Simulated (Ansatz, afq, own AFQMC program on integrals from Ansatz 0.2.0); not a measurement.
## Re, sextet: AFQMC among the cluster methods

A free Re atom.

Basis def2-TZVP with its core potentials. Only valence electrons are correlated. Ansatz 0.2.0 and our own AFQMC program on the same integrals; the CISD trial comes from CCSD amplitudes, and released means the phaseless constraint is let go. Free AFQMC starts from the CCSD state and is never constrained. Its projection time is finite, and what remains of the start isn't in its error. ± is one standard error of the sampling. No spin–orbit coupling. The metal's outer-core s and p shells are frozen, which shifts wave-function levels against functionals.

Determinant: UHF, the one that the program's search chose, which needn't be the lowest solution.

No full CI on the walks' own integrals is used here; CCSDTQ serves as the reference and is uncertain by about the last step of the cluster series.

Cautions: no spin-orbit coupling; outer-core shells of the metal frozen.

The T1 diagnostic is 0.0207 and the weight of the determinant in the CISD state is 0.917. The ⟨S²⟩ of the determinant is 8.799 and the size of the correlated space is 7 electrons in 36 orbitals.

| level | correlation energy (eV) |
| --- | --- |
| MP2 | -2.6982 |
| CCSD | -3.0375 |
| CCSD(T) | -3.1239 |

Problem. Estimate where AFQMC with the constraint released lies against CCSD(T) on the same integrals.

Solution. 1.9 ± 0.2 kJ/mol below CCSD(T).

Reference: CCSDTQ, correlation energy -3.146 eV. The released energy is read at 4.20 1/Eh (meV from the phaseless value at times in 1/Eh: -5.8 ± 1.2 at 0.60, -7.5 ± 1.0 at 1.20, -7.7 ± 1.3 at 2.00, -7.8 ± 1.1 at 3.00, -9.2 ± 1.8 at 4.20).

```tsv
level	E − E(reference) (kJ/mol)	share of correlation (%)
CCSD(T)	2.1	99.31
CCSDT	0.6	99.81
CCSDT(Q)	0.0	99.99
ph-AFQMC/HF	6.8 ± 1.8	97.77
ph-AFQMC/CISD	1.1 ± 0.1	99.64
released AFQMC	0.2 ± 0.2	99.93
free AFQMC	0.0 ± 0.08	99.99
```

CCSDT and higher add their correlation energy to the determinant of the CCSD(T) run, since their own runs factorise the integrals more tightly (a shift of under 2 meV). Free projections are given only where their last times agree within the noise and don't stop above the reference; a slow remainder of the start can still hide under it. A walk keeps the symmetry of its determinant, which the program's search chose and which needn't be the lowest solution, so a lower state of the same spin and another symmetry isn't excluded. Released energies are given only where the last usable release times agree within the noise; a slower fall can still hide under it.
